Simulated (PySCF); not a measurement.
Compound: C4H7F.
Structure used (PBE0-D3(BJ)/def2-SVP), in Å, numbered top down from 1:
```xyz
12
C4H7F angstrom
C     -1.999    0.121   -0.175
C     -0.787   -0.411   -0.336
C      0.493    0.361   -0.396
C      1.510   -0.103    0.627
F      1.816   -1.428    0.420
H     -2.895   -0.504   -0.139
H     -2.143    1.203   -0.079
H     -0.684   -1.498   -0.426
H      0.946    0.250   -1.397
H      0.304    1.437   -0.245
H      2.441    0.485    0.547
H      1.113    0.004    1.651
```

The calculation used core-valence-separated Tamm–Dancoff BHandHLYP/aug-pcX-1 (pcseg-1 on H) in PySCF, non-relativistic, gas phase, PBE0-D3(BJ)/def2-SVP geometry. The energies are unshifted.

The lowest roots of each edge with f over 0.003 (five at most, numbered afresh; weaker and dark ones are left out), with transition dipoles (au) in the frame of the coordinates:

| root | edge | E (eV) | f | μx | μy | μz |
| --- | --- | --- | --- | --- | --- | --- |
| 1 | C | 282.62 | 0.0528 | -0.0083 | 0.0060 | -0.0867 |
| 2 | C | 282.66 | 0.0693 | 0.0091 | -0.0070 | 0.0994 |
| 3 | C | 285.67 | 0.0088 | 0.0040 | 0.0221 | -0.0274 |
| 4 | C | 285.71 | 0.0094 | 0.0331 | -0.0153 | -0.0044 |
| 5 | C | 286.00 | 0.0156 | -0.0042 | 0.0470 | -0.0012 |
| 6 | F | 685.43 | 0.0253 | -0.0079 | 0.0371 | 0.0083 |
| 7 | F | 686.46 | 0.0088 | -0.0048 | 0.0216 | 0.0055 |
| 8 | F | 687.39 | 0.0044 | -0.0010 | -0.0159 | 0.0023 |

Question: Molecules are fixed in this frame and the field points along x. What effective strengths 3 f cos²θ do the roots have (θ between field and μ)?

Answer: root 1 (C1): 0.001, root 2 (C2): 0.002, root 3 (C3): 0.000, root 4 (C1): 0.023, root 5 (C3): 0.000, root 6 (F5): 0.003, root 7 (F5): 0.001, root 8 (F5): 0.000. Root 4 is the strongest. Averaged over all orientations cos²θ is 1/3, which gives f back.

One conformer stands for the species.
